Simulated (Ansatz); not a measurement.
Species: C₂H, SMILES `[C]#C` (charge 0, multiplicity 2), formula C₂H.

Problem. How many basis functions does frozen-core CCSD(T)/cc-pVTZ // PBE-D3(BJ)/def2-TZVP (Ansatz, an electronic-structure program) use, how many core orbitals are frozen, and how many electrons are correlated?

Solution. 74 basis functions and 2 frozen orbitals, which leaves 9 correlated electrons. Core time is of the order of seconds.
